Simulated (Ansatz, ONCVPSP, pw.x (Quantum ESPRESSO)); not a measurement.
## pw.x on bcc Ta: one setting changed

Potential: optimised norm-conserving Vanderbilt (ONCV), ONCVPSP 4.0.1.1 (patched build), PBE; core [Kr] 4d10 4f14, reference 5s2 5p6 5d3.5 6s1.5; waves: 5s+6s: rc 1.60 bohr, ncon 4, nbas 9, qcut 7.2 1/bohr, 2 projectors; 5p: rc 1.85 bohr, ncon 4, nbas 7, qcut 6.7 1/bohr, 2 projectors, debl 3.2 Ha; 5d: rc 2.65 bohr, ncon 3, nbas 8, qcut 4.8 1/bohr, 2 projectors, debl 0.3 Ha; local part: polynomial inside 1.20 bohr (lpopt 3, dvloc0 4 Ha); core correction: Teter function, fcfact 5.5, rcfact 1.45.

The reference run (k-mesh 14³, cutoffs 55/220 Ry, Fermi–Dirac 0.01 Ry, mixing_beta 0.4, conv_thr 1e-9, no spin) gives -1.39 GPa at 18.192 Å³/atom, where all-electron LAPW gives 1.22 GPa. This run, with its own iteration cap, changes smearing to mp.

```
&control
  calculation='scf', prefix='x', pseudo_dir='./', outdir='./tmp', tstress=.true., disk_io='none'
/
&system
  ibrav=0, nat=1, ntyp=1, ecutwfc=55, ecutrho=220, nbnd=14,
  occupations='smearing', smearing='mp', degauss=0.01
/
&electrons
  conv_thr=1e-09, mixing_beta=0.4, electron_maxstep=50
/
ATOMIC_SPECIES
Ta 1.0 Ta.UPF
CELL_PARAMETERS angstrom
  -1.65681297 1.65681297 1.65681297
  1.65681297 -1.65681297 1.65681297
  1.65681297 1.65681297 -1.65681297
ATOMIC_POSITIONS crystal
Ta 0.0000 0.0000 0.0000
K_POINTS automatic
14 14 14 0 0 0
```

```bash
pw.x < Ta.scf.in > Ta.scf.out
```

**Question.** How does the run end?

**Answer.** It converges in 7 iterations; the free energy moves by +35.6 meV/atom and the pressure by -0.23 GPa. This scheme is built to cancel the term in the square of the width that Fermi–Dirac smearing leaves in the F of a metal.

```
Message from routine setup:
     using ibrav=0 with symmetry is DISCOURAGED, use correct ibrav instead
     lattice parameter (alat)  =       5.4229  a.u.
     unit-cell volume          =     122.7657 (a.u.)^3
     number of electrons       =        13.00
     number of Kohn-Sham states=           14
     kinetic-energy cutoff     =      55.0000  Ry
     charge density cutoff     =     220.0000  Ry
     scf convergence threshold =      1.0E-09
     Exchange-correlation= PBE
     number of k points=   104  Methfessel-Paxton smearing, width (Ry)=  0.0100
     iteration #  1     ecut=    55.00 Ry     beta= 0.40
     total energy              =    -134.58187643 Ry
     estimated scf accuracy    <       0.04749957 Ry
     iteration #  2     ecut=    55.00 Ry     beta= 0.40
     total energy              =    -134.58079292 Ry
     estimated scf accuracy    <       0.00874702 Ry
     iteration #  3     ecut=    55.00 Ry     beta= 0.40
     total energy              =    -134.58180323 Ry
     estimated scf accuracy    <       0.00032714 Ry
     iteration #  4     ecut=    55.00 Ry     beta= 0.40
     total energy              =    -134.58182216 Ry
     estimated scf accuracy    <       0.00000205 Ry
     iteration #  5     ecut=    55.00 Ry     beta= 0.40
     total energy              =    -134.58182245 Ry
     estimated scf accuracy    <       0.00000054 Ry
     iteration #  6     ecut=    55.00 Ry     beta= 0.40
     total energy              =    -134.58182251 Ry
     estimated scf accuracy    <       0.00000001 Ry
     iteration #  7     ecut=    55.00 Ry     beta= 0.40
     the Fermi energy is    18.2946 ev
!    total energy              =    -134.58182251 Ry
     estimated scf accuracy    <          3.0E-10 Ry
     smearing contrib. (-TS)   =       0.00007540 Ry
     The total energy is F=E-TS. E is the sum of the following terms:
     one-electron contribution =     -15.81513691 Ry
     hartree contribution      =      14.47919599 Ry
     xc contribution           =     -35.02723654 Ry
     ewald contribution        =     -98.21872045 Ry
     convergence has been achieved in   7 iterations
          total   stress  (Ry/bohr**3)                   (kbar)     P=      -16.26
     Message from routine punch:
     Nothing written, as per user request (disk_io='none')
```

The run took about 18 s on one core of a shared host (Neoverse-N1, 64 threads, 124 GiB, load 59).
